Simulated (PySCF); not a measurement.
# O: ionisation energy

O [He] 2s2 2p4 (3P) → O⁺ [He] 2s2 2p3 (4S), as a difference of total energies. Computed with PySCF 2.14 in def2-QZVPPD (8s5p4d2f1g, 66 functions), with no relativity, point nucleus. Correlated levels: valence: 1s2 frozen. The calculations carry no spin-orbit coupling.

| method | ionisation energy (eV) |
| --- | --- |
| UHF | 12.023 |
| MP2 (valence) | 13.408 |
| SCS-MP2 (valence) | 13.532 |
| CCSD (valence) | 13.440 |
| CCSD(T) (valence) | 13.489 |

A first-order spin-orbit estimate (lowest level to lowest level, LS coupling) adds 0.010 eV.

Errors of the correlated levels include the incompleteness of this basis and the frozen core.

Q: Which method comes closest to the reference value, and which is furthest?

A: The reference is 13.618 eV (measured; NIST Atomic Spectra Database, ionization energies). Closest: SCS-MP2 (valence) (error -0.076 eV); furthest: UHF (error -1.585 eV), both after the spin-orbit estimate.
